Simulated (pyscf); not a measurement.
Routes from HO–SiH₃ + H₂

Candidate steps break at most two bonds and form at most two. Each was searched with GFN2-xTB (tblite) first. Optimised with ωB97X-D3(BJ)/def2-SVP in PySCF. Energies: ωB97M-D3(BJ)/def2-TZVP, kcal/mol, from the separated reactants, singlet surface; ΔG‡ with ideal gas, 1 atm, RRHO with modes under 100 cm⁻¹ raised to 100, one conformer, R ln 2 for chiral ones without a mode under 150 cm⁻¹.

| products | type | ΔE‡ | ΔE | ΔG‡ 298 K | ΔG‡ 900 K | ν‡ (cm⁻¹) |
|---|---|---|---|---|---|---|
| SiH₄ + H₂O | four-centre exchange | 52.3 | +15.4 | 61.1 | 78.8 | 1315i |
| HO–SiH₃ + H₂ | four-centre exchange (H–Si, H–H broken, H–Si, H–H formed) | 56.6 | 0.0 | 65.7 | 84.0 | 1408i |
| HO–SiH₃ + H₂ | four-centre exchange (H–O, H–H broken, H–O, H–H formed) | 67.8 | 0.0 | 74.0 | 90.9 | 2849i |

Plain bond fissions and candidates not yet searched are not listed, and one of them may be faster. Each barrier is that of the saddle found; lower ones may exist.
